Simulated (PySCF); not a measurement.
## Diatomic cations of Mg with the third period

PBE0 with double-zeta basis sets in PySCF, for the lowest determinant that a PBE0 search found; no spin–orbit coupling. De refers to high-spin ground-configuration atoms (the charge goes to the atom of lower measured ionisation energy or higher electron affinity, which is not always the lowest computed limit). A positive dipole points towards Mg; it is taken about the centre of mass and depends on that origin.

```json
{"M": "Na", "basis": "cc-pVDZ", "charged atom": "Na+", "state (unpaired electrons)": "singlet (closed shell)", "Re (Å)": "3.209", "ωe (cm⁻¹)": "152", "De (eV)": "0.63", "μ (D)": "-2.82"}
{"M": "Mg", "basis": "aug-cc-pVDZ", "charged atom": "Mg+", "state (unpaired electrons)": "doublet (σ ↑)", "Re (Å)": "3.045", "ωe (cm⁻¹)": "204", "De (eV)": "1.50", "μ (D)": "n/a"}
{"M": "Al", "basis": "x2c-SVPall", "charged atom": "Al+", "state (unpaired electrons)": "singlet (closed shell)", "Re (Å)": "3.150", "ωe (cm⁻¹)": "183", "De (eV)": "1.04", "μ (D)": "0.82"}
{"M": "Si", "basis": "cc-pVDZ/cc-pV(D+d)Z", "charged atom": "Mg+", "state (unpaired electrons)": "doublet (π ↑)", "Re (Å)": "2.709", "ωe (cm⁻¹)": "279", "De (eV)": "1.80", "μ (D)": "4.28"}
{"M": "P", "basis": "def2-SVP", "charged atom": "Mg+", "state (unpaired electrons)": "triplet (π ↑↑)", "Re (Å)": "2.487", "ωe (cm⁻¹)": "337", "De (eV)": "1.43", "μ (D)": "7.08"}
{"M": "S", "basis": "jorge-DZP-DKH", "charged atom": "Mg+", "state (unpaired electrons)": "doublet (π ↑)", "Re (Å)": "2.271", "ωe (cm⁻¹)": "452", "De (eV)": "1.85", "μ (D)": "8.98"}
{"M": "Cl", "basis": "pcseg-1", "charged atom": "Mg+", "state (unpaired electrons)": "singlet (closed shell)", "Re (Å)": "2.164", "ωe (cm⁻¹)": "503", "De (eV)": "2.56", "μ (D)": "10.82"}
```

The shortest bond is that of MgCl⁺ (2.164 Å), the longest that of NaMg⁺ (3.209 Å). MgCl⁺ is bound most strongly (2.56 eV) and NaMg⁺ least (0.63 eV).

The rows differ in basis set, which adds steps of its own.

The state changes along the series, so neighbouring rows are not always alike in their bonding.

Closed-shell solutions of metal pairs were not tested for spin polarisation, which can lower them a little. For an ion De counts to the pair picked by the measured ionisation energies or electron affinities, which need not be the lowest pair at this level. States were picked by a PBE0 search and need not be the measured ground states.
